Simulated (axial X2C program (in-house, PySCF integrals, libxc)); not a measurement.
# Potential curves of P₂⁻, with spin–orbit coupling

All values were computed with an in-house relativistic program for diatomic molecules. Two-component (2c) means X2C with spin–orbit coupling and atomic mean-field two-electron Coulomb and Gaunt terms. Basis: P dyall-av3z [9s8p3d2f] (cores contracted in-house); Gaussian nuclei, density fitting, unrestricted open shells. Masses: P 30.974 u.

State: Ω = 1/2 (⟨Sz⟩ = -0.50, ⟨Lz⟩ = 1.00 at M06). Energies in kJ/mol from the fragments at the same level (P- + P). Fits are polynomials in 1 − R0/R over 0.85 to 1.23 times the lowest point R0.

```tsv
R (Å)	M06
1.7200	-340.02
1.7991	-414.21
1.8584	-446.57
1.9177	-463.74
1.9770	-469.14
2.0462	-464.03
2.1154	-449.83
2.2044	-422.25
2.3131	-379.70
2.4712	-309.70
```

One determinant describes the state; a PBE0 search over occupations chose it and may have missed a lower one. Dissociation energies refer to the lowest single-determinant-based atoms at the same level and basis. Density functionals use the spin component along the axis (collinear). Without a current term, density functionals place determinants with orbital angular momentum somewhat too high. The highest occupied level of some functionals is positive through self-interaction error; at Hartree–Fock it is bound.

Question: Fit the M06 curve near its minimum: give the equilibrium distance, the harmonic wavenumber and the well depth.

Answer: At M06, 2c: Re = 1.980 Å, ωe ≈ 681 cm⁻¹, De = 4.86 eV to P- + P; Be follows as 0.278 cm⁻¹.
